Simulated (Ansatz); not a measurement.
1T (CdI2-type) VSe2 (undistorted form, which takes a superstructure on cooling), treated with rVV10 in Ansatz (plane waves, PAW).

Numerical settings: plane-wave cutoff 520 eV, 18×18×10 k mesh (along the axes of the cell as run), Fermi–Dirac smearing 0.05 eV, spin-polarised with parallel moments, scalar-relativistic PAW data made under PBE.

Response to compression and expansion:

Shape and atoms are relaxed at each volume.

```
V (Å³/atom)  P (GPa)  moment (μB per cell of 3 atoms)  c (Å)  a (Å)
-----------  -------  -------------------------------  -----  -----
19.956          1.72                             0.67  6.041  3.383
20.372          0.79                             0.72  6.112  3.398
20.788          0.00                             0.76  6.185  3.412
21.204         -0.64                             0.80  6.260  3.425
21.619         -1.15                             0.83  6.340  3.437
```

Note: the magnetic order was assumed, not searched for or taken from measurement; the moments ended far under their starting size, a low-moment state that need not be the lowest; the bulk modulus comes from volumes at which shape and atoms were relaxed.

Ansatz is a program for electronic structure.
